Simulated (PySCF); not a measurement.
**Choosing a basis for TDDFT**

Species: lithium hydride, LiH.
Numbering: `[LiH:1]` (hydrogens: H2 on Li1)

TDDFT with PBE0 (PySCF), vertical singlets, core orbitals frozen in the response, spherical d and f functions. Geometry: PBE0-D3(BJ)/def2-SVP; no solvent, vibrations or thermal averaging.

Problem. How do the low singlets change with the basis? Take def2-SVP, 6-31G*, def2-SVPD, 6-31+G*, def2-TZVP, def2-TZVPD, aug-cc-pVDZ and aug-cc-pVTZ.

Solution. 

```tsv
basis	functions	diffuse	S1 (eV)	S2 (eV)	S3 (eV)	S4 (eV)	S5 (eV)	LUMO (eV)	α (au)
def2-SVP	14	no	3.61	5.03	5.03	5.83	9.13	-0.88	21.8
6-31G*	16	no	3.56	4.57	4.57	7.24	7.88	-0.99	26.5
def2-SVPD	20	yes	3.36	4.29	4.29	5.76	6.51	-1.06	28.5
6-31+G*	20	yes	3.51	4.45	4.45	5.11	5.36	-1.07	26.9
def2-TZVP	20	no	3.50	4.72	4.72	6.67	8.52	-1.02	24.9
def2-TZVPD	26	yes	3.40	4.38	4.38	6.00	6.39	-1.08	28.7
aug-cc-pVDZ	32	yes	3.36	4.35	4.35	5.11	5.30	-1.15	29.6
aug-cc-pVTZ	69	yes	3.37	4.34	4.34	5.09	5.34	-1.11	29.5
```

States are compared by their number. Against the largest diffuse basis here (aug-cc-pVTZ, itself not a converged limit), sets without diffuse functions differ by up to 0.24 eV in S1 and 3.78 eV in S5; the smaller diffuse sets differ by up to 0.14 and 1.16 eV. State by state, the largest deviation of a set without diffuse functions is S1 0.24, S2 0.70, S3 0.70, S4 2.15, S5 3.78 eV. The same number needn't mean the same state in each row. Against aug-cc-pVTZ the polarisability deviates by -26% in def2-SVP, -10% in 6-31G*, -3% in def2-SVPD, -9% in 6-31+G*, -16% in def2-TZVP, -3% in def2-TZVPD, 0% in aug-cc-pVDZ. A single + in a Pople set puts diffuse functions on heavy atoms only.
